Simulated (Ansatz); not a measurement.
# AlH (SMILES [AlH]): CAM-B3LYP/def2-TZVPPD

What is the energy change on altering one bond length of AlH at CAM-B3LYP/def2-TZVPPD? 

The results are computed with Ansatz 0.2.0.

33 further runs of the same task are left out: 33 set aside as unsound or not needed.

### Step 1. Starting point

AlH has 2 atoms, charge 0, and is taken as a singlet. SMILES: `[AlH]`. The shape is that of a PBE0-D4/def2-TZVP optimisation.

Bond lengths: Al1–H2 1.665 Å.

### Step 2. The energy at CAM-B3LYP/def2-TZVPPD

The input, molecule.yaml:

```yaml
crystal:
  periodic: [false, false, false]
  atoms:
    - {symbol: Al, position_ang: [-0.000000, 0.000000, -0.025640]}
    - {symbol: H, position_ang: [0.000000, -0.000000, 1.639110]}
basis:
  gaussian:
    orbitals: def2-TZVPPD.json
output: {orbitals: {seedname: orbitals}}
accuracy: high
hamiltonian:
  xc: {name: CAM-B3LYP}
```

The basis set def2-TZVPPD is read from a file made from the Basis Set Exchange's data (not shown).

Launch:

```console
$ ansatz run molecule.yaml --threads 1 --pin off --max-ram 3480MiB --events-out events.jsonl --progress --plain --runs-dir runs
```

Output:

```text
Warning: RAYON_NUM_THREADS=1 ignored (pool sized by the plan → 1); use --threads N
Functional definition: CAM-B3LYP
  name "CAM-B3LYP"
  parameter alpha = 0.19
  parameter beta = 0.46
  parameter omega = 0.33/bohr
  parameter ac = 0.81
  exchange = (1 - alpha - beta)*b88_x + beta*b88_x_sr(omega) + alpha*exact_x + beta*exact_x_lr(omega)
  correlation = (1 - ac)*vwn5_c + ac*lyp_c
816 factors; integrals over basis functions are off by at most 3.6e-9 eV
273 factors; integrals over basis functions are off by at most 1.3e-9 eV
mean field evaluation 1: about -6611.4959 eV, gradient 9.1e0 eV
mean field evaluation 2: about -6611.8769 eV, gradient 2.7e0 eV
mean field evaluation 4: about -6611.9049 eV, gradient 4.6e-1 eV
mean field evaluation 8: about -6611.9069 eV, gradient 3.9e-3 eV
mean field evaluation 16: about -6611.9069 eV, gradient 7.5e-8 eV
mean field -6611.90685418 eV, -242.9830951798 hartree, gradient 7.3e-8 eV, S^2 0.000000; 0 other end points of the search recorded, 0 dependent functions left out
reference -6611.90686676 eV, -242.9830956421 hartree; 7, 7 occupied and 58, 58 virtual orbitals, 816 factors
Total energy: -6611.90686676 eV, -242.9830956421 hartree
```

Wall time 1.3 s (1 thread of Arm Neoverse V2, shared host); peak memory 0.12 GiB.

### Step 3. The distorted shape

The input, in.yaml:

```yaml
crystal:
  periodic: [false, false, false]
  atoms:
    - symbol: Al
      position_ang: [-0.000000, 0.000000, -0.857990]
    - symbol: H
      position_ang: [0.000000, -0.000000, 1.639110]
basis:
  gaussian: {orbitals: def2-TZVPPD.json}
hamiltonian: {xc: {name: CAM-B3LYP}}
accuracy: high
output: {orbitals: {seedname: orbitals}}
```

The basis set def2-TZVPPD is read from a file made from the Basis Set Exchange's data (not shown).

Launch:

```console
$ ansatz run in.yaml --threads 1 --pin off --max-ram 3480MiB --events-out events.jsonl --progress --plain --runs-dir runs
```

Output:

```text
Warning: RAYON_NUM_THREADS=1 ignored (pool sized by the plan → 1); use --threads N
Functional definition: CAM-B3LYP
  name "CAM-B3LYP"
  parameter alpha = 0.19
  parameter beta = 0.46
  parameter omega = 0.33/bohr
  parameter ac = 0.81
  exchange = (1 - alpha - beta)*b88_x + beta*b88_x_sr(omega) + alpha*exact_x + beta*exact_x_lr(omega)
  correlation = (1 - ac)*vwn5_c + ac*lyp_c
787 factors; integrals over basis functions are off by at most 3.6e-9 eV
283 factors; integrals over basis functions are off by at most 2.0e-9 eV
mean field evaluation 1: about -6609.2009 eV, gradient 1.3e1 eV
mean field evaluation 2: about -6609.9775 eV, gradient 9.0e0 eV
mean field evaluation 4: about -6610.4993 eV, gradient 9.5e-1 eV
mean field evaluation 8: about -6610.5044 eV, gradient 4.9e-2 eV
mean field evaluation 16: about -6610.5044 eV, gradient 6.8e-7 eV
mean field -6610.50442643 eV, -242.9315569103 hartree, gradient 7.4e-8 eV, S^2 0.000000; 0 other end points of the search recorded, 0 dependent functions left out
reference -6610.50444029 eV, -242.9315574197 hartree; 7, 7 occupied and 58, 58 virtual orbitals, 787 factors
Total energy: -6610.50444029 eV, -242.9315574197 hartree
```

Wall time 1.4 s (1 thread of Arm Neoverse V2, shared host); peak memory 0.11 GiB.

### Step 4. Results

Level: CAM-B3LYP/def2-TZVPPD.

| quantity | value |
| --- | --- |
| first shape: total energy | -242.98310 Eh |
| first shape: HOMO energy | -7.03 eV |
| first shape: LUMO energy | -0.80 eV |
| first shape: HOMO–LUMO gap | 6.23 eV |
| distorted shape: total energy | -242.93156 Eh |
| distorted shape: HOMO energy | -6.74 eV |
| distorted shape: LUMO energy | -1.30 eV |
| distorted shape: HOMO–LUMO gap | 5.44 eV |
| energy change with the Al1–H2 bond stretched from 1.665 to 2.497 Å | 1.402 eV |

With the Al1–H2 bond stretched from 1.665 to 2.497 Å the energy rises by 1.40 eV (135 kJ/mol). The first shape isn't relaxed at this level, so the change isn't measured from a minimum.
